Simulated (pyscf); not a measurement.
5 gas-phase steps of one pattern: atom transfer on the doublet surface, Br–H or Cl–H broken and Br–Si or Cl–Ge or Cl–Si formed. PySCF, gas phase, ωB97X-D3(BJ)/def2-SVP geometries. Electronic energies in kcal/mol, from the separated reactants; ΔE‡ and ΔE at ωB97M-D3(BJ)/def2-TZVP. Rows were drawn at random from the steps of this pattern with a verified saddle, stable references and no exit in the data more than 5 kcal/mol lower.

```csv
row,step,ΔE,ΔE‡
1,H₃C–SiH•–Cl + HCl → H₃C–SiH(Cl)–Cl + H•,-9.7,?
2,H₃C–Si•(Cl)–Cl + HCl → H₃C–Si(Cl)(Cl)–Cl + H•,-8.5,13.8
3,H₂N–Si•(Cl)–Cl + HCl → H₂N–Si(Cl)(Cl)–Cl + H•,-7.6,14.4
4,HBr + •H₂Si–Br -> Br–SiH₂–Br + H•,-4.2,10.6
5,HCl + Cl–GeH•–Cl → Cl–GeH(Cl)–Cl + H•,+11.4,24.1
```

Question: Fit ΔE‡ = a + b·ΔE to the other rows and predict row 1.

Answer: Over the 4 complete rows the means are -2.2 (ΔE) and 15.7 (ΔE‡); least squares gives b = 0.56 and a = 17.0 kcal/mol, with residuals of 2.3 kcal/mol (root mean square; largest 4.0, row 4). For row 1: 17.0 + 0.56 × (-9.7) = 11.6 kcal/mol, an extrapolation. The computed barrier is 13.4 kcal/mol, 1.8 over the line. The scatter is large against the spread of the barriers, so the line says little here. Each barrier is that of the saddle found. Elements up to Kr have no core potential and no relativistic terms here.
